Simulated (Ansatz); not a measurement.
A nudged elastic band was laid between two geometries of H2O + H6Si2 (11 atoms, charge 0, multiplicity 1).

Method: RKS PBE0-D4/6-31G* in Ansatz 0.2.0.

```yaml
movable_images: 7
climbing_image: yes
spring: 5.0 eV/Å²
optimiser: quadratic models (default)
start_path: through a guess of the saddle point
force_threshold: 0.05 eV/Å
iteration_limit: 60
end_points: relaxed
```

Initial state:

```xyz
11
Properties=species:S:1:pos:R:3
Si 0.316 -0.218 0.114
Si 0.218 0.022 2.438
H -0.578 -1.072 3.058
H 1.597 -0.052 3.013
H -0.350 1.344 2.819
H 1.722 -0.359 -0.375
H -0.264 0.964 -0.591
H -0.421 -1.431 -0.347
O -2.481 0.106 1.224
H -2.673 0.785 0.564
H -2.775 -0.719 0.817
```

Final state:

```xyz
11
Properties=species:S:1:pos:R:3
Si -0.429 0.117 -0.763
Si -0.212 -0.288 3.232
H -0.617 -0.704 4.601
H 0.949 -1.096 2.778
H 0.130 1.158 3.219
H 0.512 0.726 0.226
H -0.164 0.691 -2.104
H -0.155 -1.351 -0.786
O -2.016 0.466 -0.421
H -2.326 0.177 0.446
H -1.359 -0.526 2.307
```

(1) What changes between the two ends?

(2) What energy profile does the band end with?

(3) What is the geometry of the highest image?

## Answers

(1) Bonds broken: Si1–Si2, O9–H11. Bonds formed: Si1–O9, Si2–H11. H2O + H6Si2 becomes H4OSi + H4Si.

(2) It converged. The highest image is number 4 of 0 to 8, 1.82 eV above the first end and 2.39 eV above the last; the last end lies 0.56 eV below the first. Neighbouring images differ by up to 2.3 eV, so the band resolves the path poorly. A vibrational analysis at the climbing image gives one clearly imaginary mode, 596i cm⁻¹: a first-order saddle point. The orbitals stay closed-shell, which can raise the energy where a bond breaks towards radicals; this wasn't checked here.

| image | path coordinate (Å) | energy (eV) | Si1–Si2 (Å) | O9–H11 (Å) | Si1–O9 (Å) |
| --- | --- | --- | --- | --- | --- |
| 0 | 0.00 | 0.00 | 2.34 | 0.97 | 3.03 |
| 1 | 1.62 | 0.05 | 2.34 | 0.97 | 3.02 |
| 2 | 3.24 | 0.07 | 2.34 | 0.97 | 3.11 |
| 3 | 4.87 | 0.44 | 2.37 | 0.97 | 2.70 |
| 4 | 6.50 | 1.82 | 2.83 | 1.07 | 1.87 |
| 5 | 8.11 | -0.49 | 3.72 | 2.43 | 1.66 |
| 6 | 9.73 | -0.54 | 4.18 | 2.91 | 1.66 |
| 7 | 11.34 | -0.56 | 4.20 | 3.01 | 1.66 |
| 8 | 12.96 | -0.56 | 4.02 | 2.98 | 1.66 |

(3) 
```xyz
11
Properties=species:S:1:pos:R:3
Si -0.318 0.077 -0.115
Si -0.127 0.205 2.703
H -0.946 0.679 3.871
H 0.642 -0.982 3.210
H 0.907 1.274 2.502
H 0.985 -0.580 0.175
H -0.292 1.554 -0.160
H -0.636 -0.392 -1.506
O -1.996 -0.546 0.436
H -2.229 -1.457 0.166
H -1.680 -0.462 1.455
```

The run took 11 min on 1 thread of Arm Neoverse V1 (shared host), peak memory 0.14 GiB.
